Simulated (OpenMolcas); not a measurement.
## Predicting a hybrid from its neighbours: CH5BN

CH5BN: 8 atoms, total charge 0, spin state doublet. SMILES: `B[N]C`. Geometry: relaxed at PBE0-D4/def2-TZVP.

The vertical energy of the quartet above the doublet y, in eV, basis def2-SVPD; a is the functional's share of exact exchange. Programs: OpenMolcas 26.06.

| functional | program | a | y (eV) |
| --- | --- | --- | --- |
| U-r2SCAN | OpenMolcas | 0 | 5.15 |
| U-revPBE | OpenMolcas | 0 | 5.24 |
| UB3LYP | OpenMolcas | 0.2 | ? |
| UPBE0 | OpenMolcas | 0.25 | 5.29 |
| UBHLYP | OpenMolcas | 0.5 | 5.46 |

Task: Fit y = c + s·a to the known rows and predict UB3LYP.

Result: 
1. Means of the 4 rows: a = 0.1875, y = 5.285.
2. Σ(Δa)² = 0.17188, Σ(Δa·Δy) = 0.08875, so the slope is 0.08875/0.17188 = 0.51635.
3. Intercept: 5.285 − (0.51635) × 0.1875 = 5.188. The largest residual of the fit is 0.052.
4. UB3LYP: 5.188 + (0.51635) × 0.2 = 5.29 eV.

The run gave 5.43 eV, so the prediction is off by -0.14 eV, more than the largest residual. The rows mix families of semi-local functionals, which the line can't see.
